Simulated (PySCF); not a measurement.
## Curvature of the energy in the electron number along group 15

Calculated with PySCF 2.14, in def2-TZVPPD, non-relativistic, def2-TZVPPD with the def2 core potential (28 electrons), ECP, def2-TZVPPD with the def2 core potential (60 electrons), ECP: one orbital is emptied in steps, and each cell gives the departure of E from the straight line at half an electron, in eV (from a cubic fit). The exact functional gives zero.

```
species   orbital    LDA    PBE  r2SCAN   PBE0  BHandHLYP  LC-wPBE  wB97X   UHF
      N  2p alpha  -1.70  -1.65   -1.48  -1.14      -0.64    -0.42  -0.48  0.37
      P  3p alpha  -1.09  -1.06   -0.97  -0.75      -0.46    -0.07  -0.15  0.18
     As  4p alpha  -1.04  -1.01   -0.94  -0.72      -0.45    -0.05  -0.13  0.14
     Bi  6p alpha  -0.88  -0.86   -0.79  -0.61      -0.40     0.00  -0.07  0.11
```

Estimate the missing row, Sb.

The calculation gives LDA -0.92; PBE -0.89; r2SCAN -0.83; PBE0 -0.63; BHandHLYP -0.40; LC-wPBE -0.01; wB97X -0.08; UHF 0.12.

How does the mean departure depend on the functional?

LDA -1.13 eV; PBE -1.09 eV; r2SCAN -1.00 eV; PBE0 -0.77 eV; BHandHLYP -0.47 eV; LC-wPBE -0.11 eV; wB97X -0.18 eV; UHF 0.19 eV. Semilocal functionals are convex (delocalisation error), Hartree-Fock is concave or straight, and exact exchange removes curvature roughly in proportion to its share, so among the functionals the range-separated hybrids usually come closest to zero.

No spin-orbit coupling is included.
